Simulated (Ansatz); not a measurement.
# Which is lower?

Two isomers of AlSiH3S, closed shell, relaxed at PBE0-D4/def2-TZVP (vibrations not checked).

A:

```xyz
6
angstrom
Al -1.0573 -0.7048 -0.5736
Si 0.8605 0.1736 0.3880
S -0.8991 1.4058 -0.0925
H -2.1483 -1.6431 -1.2071
H 2.0740 0.6010 -0.3566
H 1.1702 0.1675 1.8418
```

B:

```
atom    x (Å)    y (Å)    z (Å)
 Al1  -0.8831   0.6013  -0.6879
 Si2   0.8802  -0.4495   0.6844
  S3   1.0166  -2.3984   0.8261
  H4  -1.8993  -0.3606  -1.4223
  H5  -0.9682   2.1806  -0.8113
  H6   1.8539   0.4267   1.4110
```

Program: Ansatz 0.2.0. Basis: def2-TZVPP. Cores are frozen in the correlated methods. B3LYP uses VWN-RPA correlation.

Q: Which structure is lower at CCSD(T), and by how much? (Judge from chemistry; the value comes from the calculation.)

A: By the calculation: A, by 25.31 kcal/mol (electronic energy, against the other). By their contacts, A is AlSiH₃S ([AlH]1[SiH2][S]1) and B is AlSiH₃S ([AlH2][SiH][S]).

All methods give the same order:

| method | E(B) − E(A) (kcal/mol) |
| --- | --- |
| PBE-D4 | 27.00 |
| r2SCAN-D4 | 28.79 |
| PBE0-D4 | 28.66 |
| B3LYP-D4 | 23.52 |
| wB97M-V | 27.59 |
| HF | 23.02 |
| MP2 | 27.22 |
| CCSD | 25.27 |
| CCSD(T) | 25.31 |

No T1 diagnostic of these runs exceeds 0.019.

Labels in which every atom is bracketed show which atoms are joined, not bond orders.
